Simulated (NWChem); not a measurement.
Species: C3H7 cation

```xyz
10

C      1.2837     0.0140     0.1933
C      0.0000     0.0000    -0.4533
C     -1.2837    -0.0140     0.1933
H      2.0331    -0.6180    -0.3385
H      1.2815    -0.1110     1.2911
H      1.6783     1.0449    -0.0592
H      0.0000     0.0000    -1.5646
H     -1.6783    -1.0449    -0.0592
H     -2.0331     0.6180    -0.3385
H     -1.2815     0.1110     1.2911
```
Atoms are numbered in this order, from 1.

All runs: NWChem. Coordinates come from a PBE-D3(BJ)/def2-SVP optimisation. Level: M06-2X/def2-SVP with COSMO at NWChem's default radii, gas-phase geometry; the question gives the dielectric constant. Reactions with the solvent are ignored.

**Question.** Predict the results for dielectric constant 78.4. Quantities: electrostatic solvation energy (kcal/mol).

**Answer.** 
```json
{
 "electrostatic solvation energy (kcal/mol)": "-63.7"
}
```
